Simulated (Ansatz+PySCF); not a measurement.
# doublet C₆H₅: levels of theory in one basis

```xyz
11

C    -0.0331    1.4520    0.0000
C     1.1875    0.7315    0.0000
C     1.1786   -0.6805    0.0000
C    -0.0397   -1.3941    0.0000
C    -1.2740   -0.6973    0.0000
C    -1.2097    0.6984    0.0000
H    -0.0429    2.5479    0.0000
H     2.1838    1.2999    0.0000
H     2.1280   -1.2286    0.0000
H    -0.0338   -2.5412    0.0000
H    -2.2280   -1.2368    0.0000
```

Basis set: cc-pVTZ (spherical functions). Correlated methods keep 6 orbitals frozen. Correlation on ROHF uses semicanonical orbitals with singles. Charge 0, multiplicity 2.

Computed with Ansatz (development build ahead of 0.2.0) and PySCF 2.14.0; each method stands on the lowest determinant of its kind that the runs found.

```json
{"method": "ROHF", "E − E(ROHF) (eV)": "0.00", "<S²> of the determinant": "0.75"}
{"method": "UHF", "E − E(ROHF) (eV)": "-0.44", "<S²> of the determinant": "1.47"}
{"method": "UHF-MP2", "E − E(ROHF) (eV)": "-23.82", "<S²> of the determinant": "1.47"}
```

(1) What does ROHF-MP2 give on the same scale?

(2) Is a single determinant a sound starting point here?

Answers

(1) -25.03 eV.

(2) It is doubtful. Unrestricted orbitals lower Hartree–Fock by 0.44 eV and <S²> is 1.47 where a pure state has 0.75, a sign of strong static correlation.

Caution for UHF, UHF-MP2: the unrestricted determinant is spin contaminated.
